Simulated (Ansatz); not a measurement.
# C3H2Cl2: the cost of one run

Program: Ansatz 0.2.0, Gaussian basis. Level of theory: the settings change from run to run. These are calculated values, not measurements.

### Step 1. The geometry

The structure was relaxed beforehand with PBE0-D4 in a triple-zeta def2 set.

SMILES `ClC1=CC1Cl`, 7 atoms, charge 0, spin multiplicity 1.

Atoms are counted from 1 here; the program's logs count them from 0.

Bond lengths: Cl1–C2 1.670 Å, C2–C3 1.294 Å, C2–C4 1.455 Å, C3–C4 1.482 Å, C3–H6 1.076 Å, C4–Cl5 1.793 Å, C4–H7 1.086 Å. Angles: Cl1–C2–C3 150.0°, Cl1–C2–C4 145.0°, C3–C2–C4 64.9°, C2–C3–C4 62.8°, C2–C3–H6 152.0°, C4–C3–H6 145.1°, C2–C4–C3 52.3°, C2–C4–Cl5 120.0°, C2–C4–H7 123.7°, C3–C4–Cl5 120.0°, C3–C4–H7 123.3°, Cl5–C4–H7 108.2°.

### Step 2. B2PLYP/def2-TZVPD

Set apart from the defaults: charge -1, multiplicity 2, density fitting with def2-universal-jkfit.

in.yaml reads:

```yaml
crystal:
  periodic: [false, false, false]
  atoms:
    - {symbol: Cl, position_ang: [-1.904349, -1.542642, -0.332803]}
    - {symbol: C, position_ang: [-0.532647, -0.645677, -0.010441]}
    - {symbol: C, position_ang: [0.459662, -0.356346, 0.768586]}
    - {symbol: C, position_ang: [0.309395, 0.449457, -0.466126]}
    - {symbol: Cl, position_ang: [-0.285164, 2.137589, -0.366867]}
    - {symbol: H, position_ang: [1.027011, -0.487624, 1.673362]}
    - {symbol: H, position_ang: [0.987291, 0.377142, -1.311410]}
basis:
  gaussian: {orbitals: def2-TZVPD, fitting: {mean_field: def2-universal-jkfit}}
total_charge: -1
magnetization: {spin_polarized: true, initial_magnetization: 1}
hamiltonian: {xc: {name: B2PLYP}}
```

On the command line:

```bash
$ ansatz run in.yaml --threads 2 --pin off --events-out ev --progress --plain --max-ram 4352MiB
```

**Question.** How long does this run take on 2 threads of Arm Neoverse V1, shared host, and how much memory does it need?

About 47 s, with a peak of 0.72 GiB.
